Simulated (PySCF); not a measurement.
## The first ionisation energy along the second row

All values are computed (PySCF 2.14, energy differences of UHF-based or UKS calculations, no spin-orbit coupling). Values in eV. The last column holds reference values (NIST; (s) semi-empirical, (t) theoretical, else measured). Unmarked ones compare directly (S terms, centres of terms, or small fine structure); those marked * lie between the lowest fine-structure levels and include a spin-orbit shift.

| element | configurations | CCSD (valence) | CCSD(T) (valence) | CCSDT (valence) | CCSD(T) (valence and next inner shell) | PBE | r2SCAN | reference |
| --- | --- | --- | --- | --- | --- | --- | --- | --- |
| Li (x2c-TZVPPall, spin-free X2C) | [He] 2s1 → 1s2 | n/a | n/a | n/a | 5.374 | 5.586 | 5.388 | 5.392 |
| Be (x2c-TZVPPall, spin-free X2C) | [He] 2s2 → [He] 2s1 | 9.270 | 9.270 | 9.270 | 9.272 | 8.996 | 8.789 | 9.323 |
| B (x2c-TZVPPall, spin-free X2C) | [He] 2s2 2p1 → [He] 2s2 | 8.169 | 8.205 | 8.217 | 8.220 | 8.667 | 8.763 | 8.297 |
| C (x2c-TZVPPall, spin-free X2C) | [He] 2s2 2p2 → [He] 2s2 2p1 | 11.141 | 11.166 | 11.170 | 11.180 | 11.528 | 11.661 | 11.262 |
| N (x2c-TZVPPall, spin-free X2C) | [He] 2s2 2p3 → [He] 2s2 2p2 | 14.417 | 14.436 | 14.436 | 14.449 | 14.710 | 14.793 | 14.545 |
| O (x2c-TZVPPall, spin-free X2C) | [He] 2s2 2p4 → [He] 2s2 2p3 | 13.285 | 13.320 | 13.323 | 13.329 | 14.014 | 13.674 | 13.608 |
| F (x2c-TZVPPall, spin-free X2C) | [He] 2s2 2p5 → [He] 2s2 2p4 | 17.093 | 17.135 | 17.135 | 17.143 | 17.603 | 17.504 | 17.427 |
| Ne (x2c-TZVPPall, spin-free X2C) | [Ne] → [He] 2s2 2p5 | 21.256 | 21.304 | 21.301 | 21.311 | 21.598 | 21.449 | 21.597 |

```csv
method,elements,mean error (eV),mean absolute error (eV),largest error (eV)
CCSD (valence),7,-0.204,0.204,-0.341
CCSD(T) (valence),7,-0.175,0.175,-0.293
CCSDT (valence),7,-0.172,0.172,-0.295
CCSD(T) (valence and next inner shell),8,-0.147,0.147,-0.286
PBE,8,0.157,0.238,0.405
r2SCAN,8,0.071,0.243,-0.534
```

Errors include the incompleteness of the basis and the frozen core.

"Valence" correlates the outer s and p shells and, in groups 3 to 12 and the f block, the outer d or f shell, open or full, or the next shell where the ion has no valence electron left; the wider scheme adds the next inner shell.
